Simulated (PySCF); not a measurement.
Molecule: SMILES C=C1C=C1F, C$_{4}$H$_{3}$F.

Cartesian coordinates in Å; atom numbers follow the order of the lines, from 1:
```xyz
8

C     1.4828   -0.0408    0.0559
C     0.1755    0.0090    0.0097
C    -1.1164    0.6947    0.2010
C    -1.1236   -0.5402   -0.2623
F    -1.8462   -1.5554   -0.6816
H     2.0222   -0.9205   -0.2473
H     2.0621    0.7974    0.3998
H    -1.6474    1.5653    0.5002
```

Frames of a GFN2-xTB Langevin trajectory at 300 K; GIAO PBE0/pcSseg-1 shieldings in PySCF 2.14, gas phase, non-relativistic; equivalent atoms averaged within each frame.

Chemical shifts δ = σref − σ; ¹³C (σref 186.93), ¹H (σref 31.72) against TMS; CFCl3 for ¹⁹F (σref 170.95), all at this level. The references are static minima.

**Question.** How do the shifts (ppm) fluctuate along the trajectory?

**Answer.** 
```tsv
time (fs)	C4	C2	C3	C1	F5	H8	H7	H6
250	166.5	122.7	104.3	63.0	-119.9	4.95	4.31	4.23
425	161.4	133.1	110.5	70.0	-116.3	6.15	4.08	4.58
625	169.2	127.4	102.7	64.0	-116.4	4.50	4.46	3.66
800	160.6	130.1	115.5	67.5	-102.4	6.66	4.42	4.94
1000	174.7	127.2	107.9	57.6	-107.1	6.23	2.55	2.71
mean of frames	166.5	128.1	108.2	64.4	-112.4	5.70	3.96	4.02
standard deviation	5.8	3.8	5.1	4.7	7.3	0.92	0.81	0.87
```

5 frames give an uncertainty of the mean of about the standard deviation over 2.2 at best, since frames this close in time may not be independent; classical motion lacks zero-point vibration, and the reference would need the same averaging.
